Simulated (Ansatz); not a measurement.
**Property card for VPt3**

Theory: Ansatz, DFT PBEsol, scalar-relativistic, plane waves, PAW.

Cutoff 420 eV; k points 16×16×16 on the computed 4-atom cell (Γ-centred); Gaussian smearing, width 0.10 eV; collinear spin from starting moments 0.52 0 0 0 μB.

The structure is relaxed at this level of theory with its symmetry kept. Whether it is the stable form of this composition wasn't checked.

Symmetry: I4/mmm, No. 139, tetragonal system. Conventional cell: a = 3.841 Å, b = 3.841 Å, c = 7.811 Å, α = 90.00°, β = 90.00°, γ = 90.00°. V (site symmetry 4/mmm) has 12 Pt at 2.72 to 2.74 Å as nearest neighbours. Pt (site symmetry 4/mmm) is surrounded by 4 V at 2.72 Å and 8 Pt at 2.74 Å. Pt (site symmetry -4m2) is surrounded by 8 Pt at 2.72 to 2.74 Å and 4 V at 2.74 Å.

```json
{
 "Volume per atom": "14.40 Å³",
 "Formation energy from the elements' standard states (uncorrected)": "-0.471 eV/atom",
 "Kohn–Sham band gap": "none (metal)",
 "Density of states at the Fermi level": "4.41 states/eV per cell",
 "Löwdin character within 0.5 eV of the Fermi level": "V 3d 47 %, Pt 5d 46 %",
 "Bader charges (e)": "V (1 in the cell) 1.34, Pt (1 in the cell) -0.45, Pt (2 in the cell) -0.44",
 "Total moment": "0.45 μB per cell",
 "Site moments (μB; atoms counted from 1 over the whole cell)": "V (atom 1) 0.48"
}
```

Spin-orbit coupling is left out, which matters for the bands of heavy elements.

Only this magnetic start was tried.

Cost: 1 run of about 5.4 core-minutes, on Arm Neoverse V1 (shared hosts).